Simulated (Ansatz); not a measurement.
# C₄H₅Cl: small, medium and large basis sets

One table from this session's results is given with a row withheld; the runs are named, their logs left out.

The runs use Ansatz 0.2.0, Gaussian basis; one geometry, several basis sets.

Levels to be run: PBE0-D4/def2-SVP; ωB97M-V/def2-SVP; PBE0-D4/def2-QZVPP; ωB97M-V/def2-QZVPP; the functionals' def2-TZVPP values are taken from earlier runs.

### Structure used throughout

The geometry comes from an earlier relaxation with PBE0-D4 in a triple-zeta def2 set; it is a stationary point, not always the lowest conformer.

SMILES `ClC1C=CC1`, 10 atoms, charge 0, spin multiplicity 1.

Atoms are counted from 1 here; the program's logs count them from 0.

Bond lengths: Cl1–C2 1.786 Å, C2–C3 1.498 Å, C2–C5 1.553 Å, C2–H6 1.090 Å, C3–C4 1.334 Å, C3–H7 1.082 Å, C4–C5 1.508 Å, C4–H8 1.084 Å, C5–H9 1.091 Å, C5–H10 1.093 Å. Angles: Cl1–C2–C3 116.7°, Cl1–C2–C5 116.1°, Cl1–C2–H6 106.1°, C3–C2–C5 86.8°, C3–C2–H6 116.0°, C5–C2–H6 114.8°, C2–C3–C4 93.4°, C2–C3–H7 131.6°, C4–C3–H7 134.9°, C3–C4–C5 94.8°, C3–C4–H8 133.3°, C5–C4–H8 131.9°, C2–C5–C4 84.8°, C2–C5–H9 112.9°, C2–C5–H10 115.6°, C4–C5–H9 115.2°, C4–C5–H10 117.3°, H9–C5–H10 109.4°.

As a file:

```
Cl   -1.8713    0.1222    1.5282
C    -0.2866    0.4075    0.7560
C     0.6078   -0.7830    0.5958
C     0.6707   -0.6580   -0.7308
C    -0.2890    0.5038   -0.7940
H     0.1485    1.2661    1.2670
H     1.0506   -1.4521    1.3221
H     1.2276   -1.1796   -1.5002
H    -1.2628    0.2794   -1.2319
H     0.0877    1.4426   -1.2091
```

The first run:

in.yaml

```yaml
crystal:
  periodic: [false, false, false]
  atoms:
    - {symbol: Cl, position_ang: [-1.871297, 0.122211, 1.528169]}
    - {symbol: C, position_ang: [-0.286644, 0.407456, 0.756035]}
    - {symbol: C, position_ang: [0.607783, -0.782963, 0.595766]}
    - {symbol: C, position_ang: [0.670732, -0.658032, -0.730821]}
    - {symbol: C, position_ang: [-0.289029, 0.503810, -0.794008]}
    - {symbol: H, position_ang: [0.148496, 1.266085, 1.267042]}
    - {symbol: H, position_ang: [1.050601, -1.452143, 1.322055]}
    - {symbol: H, position_ang: [1.227575, -1.179579, -1.500194]}
    - {symbol: H, position_ang: [-1.262829, 0.279422, -1.231929]}
    - {symbol: H, position_ang: [0.087711, 1.442633, -1.209115]}
basis:
  gaussian: {orbitals: def2-SVP}
hamiltonian: {xc: pbe0, dispersion: d4}
output: {orbitals: {seedname: orbitals}}
```

Steps of the session up to this table: PBE0-D4 in def2-SVP; ωB97M-V in def2-SVP; PBE0-D4 in def2-QZVPP; ωB97M-V in def2-QZVPP.

One of the session's tables, all rows but one given; the rest of the session is left out.

It belongs to the step «Density functionals: the series». 

```
functional       basis  HOMO (eV)  LUMO (eV)
   PBE0-D4    def2-SVP      -7.61      -0.06
   PBE0-D4  def2-TZVPP      -7.68      -0.25
   PBE0-D4  def2-QZVPP          ?          ?
   ωB97M-V    def2-SVP      -9.81       2.20
   ωB97M-V  def2-TZVPP      -9.89       1.90
   ωB97M-V  def2-QZVPP      -9.92       1.73
```

**Question.** Estimate the row for PBE0-D4, def2-QZVPP.

**Answer.** HOMO (eV): -7.71; LUMO (eV): -0.33. In the column «HOMO (eV)» it lies between ωB97M-V, def2-SVP (-9.81) and PBE0-D4, def2-TZVPP (-7.68).
